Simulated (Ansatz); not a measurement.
# CH3Si (doublet): the correlation ladder at a displaced geometry (v2), cc-pVDZ

One table from this session's results is given with a row withheld; the runs are named, their logs left out.

The runs use Ansatz 0.2.0, Gaussian basis; cc-pVDZ, core rule «outside noble gas», up to 6 orbitals frozen.

To be run: UHF; CCSD(T) on ROHF; CCSD(T) on UHF; BCCD(T) on ROHF; CISD; CCSDT(Q) on ROHF; CCSDT(Q) on UHF.

21 further runs of the same task are left out: 1 for a known fault of the program, 8 that didn't finish, 12 set aside as unsound or not needed.

## The geometry

The geometry is a PBE0/def2-TZVP stationary point (not a proven minimum) with its atoms shifted at random (size 0.100 Å).

5 atoms, charge 0, spin multiplicity 2.

Atoms are counted from 1 here; the program's logs count them from 0.

Bond lengths: Si1–C2 1.885 Å, C2–H3 1.096 Å, C2–H4 0.962 Å, C2–H5 1.188 Å. Angles: Si1–C2–H3 116.7°, Si1–C2–H4 119.6°, Si1–C2–H5 101.9°, H3–C2–H4 114.8°, H3–C2–H5 96.0°, H4–C2–H5 101.9°.

Set-up of the first run:

Input file in.yaml:

```yaml
crystal:
  periodic: [false, false, false]
  atoms:
    - {symbol: Si, position_ang: [0.049325, 0.002385, 0.684119]}
    - {symbol: C, position_ang: [-0.125964, 0.010759, -1.193053]}
    - {symbol: H, position_ang: [-0.480207, -0.916084, -1.659642]}
    - {symbol: H, position_ang: [-0.397098, 0.817486, -1.641428]}
    - {symbol: H, position_ang: [1.003894, -0.096068, -1.544889]}
basis:
  gaussian: {orbitals: cc-pVDZ}
magnetization: {spin_polarized: true, initial_magnetization: 1}
hamiltonian: {xc: hf}
output: {orbitals: {seedname: orbitals}}
```

Started as:

```console
> ansatz run in.yaml --threads 1 --pin off --events-out ev --progress --plain --max-ram 2393MiB
```

Steps of the session up to this table: UHF; CCSD(T) on ROHF; CCSD(T) on UHF; BCCD(T) on ROHF; CISD; CCSDT(Q) on ROHF; CCSDT(Q) on UHF.

One table of the session follows, with a row left open; its other results are not shown here.

It belongs to the step «Misses and costs». 

```
   method  from UCCSDT(Q) (meV)
     ROHF               +6992.7
      UHF               +6874.5
     RMP2               +1162.0
     UMP2               +1177.1
     CISD                +775.9
    RCCSD                     ?
    UCCSD                +216.6
 RCCSD(T)                 +33.6
 UCCSD(T)                 +33.4
  BCCD(T)                 +33.1
   RCCSDT                 +10.6
   UCCSDT                 +10.4
RCCSDT(Q)                  +0.4
UCCSDT(Q)                     0
```

Estimate the missing values for RCCSD.

As computed: from UCCSDT(Q) (meV): +219.9. In the column «from UCCSDT(Q) (meV)» it lies between UCCSD (+216.6) and CISD (+775.9).

Caveats from the session: Restricted and unrestricted rows rest on different reference determinants; where their highest levels disagree by more than a few hundredths of an eV, they describe different states and don't form one ladder.
